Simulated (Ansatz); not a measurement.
System: CsCl-type TlBr. Method: PBE+SOC (Ansatz, a program for electronic structure, plane waves, PAW).

Numerical settings: plane-wave cutoff 520 eV, 8×8×8 k mesh, Fermi–Dirac smearing 0.01 eV, PAW data made under PBE.

Equation-of-state points:

```json
[
 {"V (Å³/atom)": "31.036", "E − E_lowest (meV/atom)": "8.44", "P (GPa)": "1.454"},
 {"V (Å³/atom)": "31.697", "E − E_lowest (meV/atom)": "3.59", "P (GPa)": "0.909"},
 {"V (Å³/atom)": "32.357", "E − E_lowest (meV/atom)": "0.86", "P (GPa)": "0.426"},
 {"V (Å³/atom)": "33.017", "E − E_lowest (meV/atom)": "0.00", "P (GPa)": "0.000"},
 {"V (Å³/atom)": "33.678", "E − E_lowest (meV/atom)": "0.79", "P (GPa)": "-0.377"},
 {"V (Å³/atom)": "34.338", "E − E_lowest (meV/atom)": "3.05", "P (GPa)": "-0.711"},
 {"V (Å³/atom)": "34.998", "E − E_lowest (meV/atom)": "6.60", "P (GPa)": "-1.005"}
]
```

**Question.** Fit the third-order Birch–Murnaghan equation and give B0 and B′.

**Answer.** V0 = 33.017 Å³/atom, B0 = 20.0 GPa, B′ = 5.2 (fit to the energies at full precision).

Measured, for comparison: equilibrium volume per atom 31.62 Å³/atom (temperature not stated, no zero-point or thermal correction; as tabulated in Du and Singh (2010), arXiv:1001.5458). Computed (rounded) less measured: equilibrium volume per atom +4.4 %.

The computed numbers hold no vibrational or temperature effects.
